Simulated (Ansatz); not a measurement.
We consider fcc Ni, described by r²SCAN (Ansatz, an electronic-structure program, plane waves, PAW).

A relaxed, unreconstructed slab of the (100) face has 8 atoms, two equal faces of 6.052 Å² each and an energy of -46760.3789 eV. A bulk cell of 2 atoms with the same orientation and in-plane k mesh has -11690.5799 eV. Energies are extrapolated to zero smearing.

Numerical settings: plane-wave cutoff 500 eV, 22×22×1 k mesh (along the axes of the cell as run), Fermi–Dirac smearing 0.1 eV, spin-polarised with parallel moments, scalar-relativistic PAW data made under PBE.

Worked out: γ = (E_slab − N E_bulk per atom)/2A = [-46760.3789 − 8 × (-11690.5799/2)]/(2 × 6.052) = 0.1603 eV/Å². With 16.022 J/m² per eV/Å² this is 2.57 J/m², or 0.97 eV per surface cell and face.

Note: a magnet's gap depends somewhat on the PAW data.
